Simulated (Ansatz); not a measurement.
# CH₄AlO+: single points off equilibrium

The task here is to estimate one member of a computed series from the others.

The runs use Ansatz 0.2.0, Gaussian basis; single points in def2-TZVPP.

Correlated methods freeze the cores.

## The system as given

SMILES `[CH2+][O][AlH2]`, 7 atoms, charge 1, spin multiplicity 1.

Atoms are counted from 1 here; the program's logs count them from 0.

Bond lengths: C1–O2 1.212 Å, C1–H4 1.049 Å, C1–H5 1.083 Å, O2–Al3 1.961 Å, Al3–H7 1.378 Å. Angles: O2–C1–H4 120.9°, O2–C1–H5 126.9°, H4–C1–H5 105.7°, C1–O2–Al3 174.0°, O2–Al3–H7 110.6°.

Coordinates:

```xyz
7
charge 1, multiplicity 1
C    -1.2546    0.3862   -0.7944
O    -0.2680    0.0128   -0.1977
Al    1.3904   -0.3968    0.7653
H    -1.7993   -0.2741   -1.4014
H    -1.9617    1.1402   -0.4723
H     1.6954    0.8256    2.0963
H     2.1744   -1.2615    0.0336
```

Set-up of the first run:

Contents of run/in.yaml:

```yaml
crystal:
  periodic: [false, false, false]
  atoms:
    - {symbol: C, position_ang: [-1.254600, 0.386200, -0.794400]}
    - {symbol: O, position_ang: [-0.268000, 0.012800, -0.197700]}
    - {symbol: Al, position_ang: [1.390400, -0.396800, 0.765300]}
    - {symbol: H, position_ang: [-1.799300, -0.274100, -1.401400]}
    - {symbol: H, position_ang: [-1.961700, 1.140200, -0.472300]}
    - {symbol: H, position_ang: [1.695400, 0.825600, 2.096300]}
    - {symbol: H, position_ang: [2.174400, -1.261500, 0.033600]}
basis:
  gaussian: {orbitals: def2-TZVPP}
total_charge: 1
correlation: {method: ccsd_t}
output: {forces: true}
```

The command line of these runs was not kept.

Steps of the session up to this table: CCSD(T)/def2-TZVPP; PBE0-D4/def2-TZVPP; wB97M-V/def2-TZVPP; r2SCAN-D4/def2-TZVPP; PBE-D4/def2-TZVPP; LC-wPBE/def2-TZVPP; revPBE-D4/def2-TZVPP.

One of the session's tables, all rows but one given; the rest of the session is left out.

| method | RMS force component (eV/Å) | angle to CCSD(T) forces (°) |
| --- | --- | --- |
| CCSD(T) | 1.940 | reference |
| PBE0-D4 | 1.903 | 7.9 |
| wB97M-V | 1.893 | 5.5 |
| r2SCAN-D4 | ? | ? |
| PBE-D4 | 1.917 | 4.9 |
| LC-wPBE | 1.928 | 8.2 |
| revPBE-D4 | 1.918 | 5.2 |

Estimate the missing values for r2SCAN-D4.

As computed: RMS force component (eV/Å): 1.922; angle to CCSD(T) forces (°): 4.4. In the column «RMS force component (eV/Å)» it lies between revPBE-D4 (1.918) and LC-wPBE (1.928).
